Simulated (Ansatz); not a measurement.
A run of Ansatz (development build ahead of 0.2.0) on singlet CH4O in separate pieces at this shape:

```xyz
6

C    -0.0471    0.6644    0.0000
O    -0.0471   -3.6044    0.0000
H    -1.0930    0.9698    0.0000
H     0.8785   -3.8943    0.0000
H     0.4371    1.0804    0.8918
H     0.4371    1.0804   -0.8918
```

Its results:

* Converged: yes
* Total energy: -115.54570 hartree
* Spin squared of the determinant: 1.003
* Stability test: minimum

(1) Which input gives this output? Name the method, the orbitals and the basis set, and write the input.

Results:

(1) r²SCAN (unrestricted) in pcseg-2.

```yaml
crystal:
  periodic: [false, false, false]
  atoms:
    - { symbol: C, position_ang: [-0.04713, 0.66439, 0.0] }
    - { symbol: O, position_ang: [-0.04713, -3.60443, 0.0] }
    - { symbol: H, position_ang: [-1.09299, 0.96979, 0.0] }
    - { symbol: H, position_ang: [0.87853, -3.89434, 0.0] }
    - { symbol: H, position_ang: [0.43715, 1.08038, 0.89177] }
    - { symbol: H, position_ang: [0.43715, 1.08038, -0.89177] }
basis:
  gaussian: { orbitals: pcseg-2 }
magnetization:
  spin_polarized: true
hamiltonian:
  xc: r2scan
```

Caution: charge can spread falsely over distant fragments; the unrestricted determinant is a mixture of spin states.
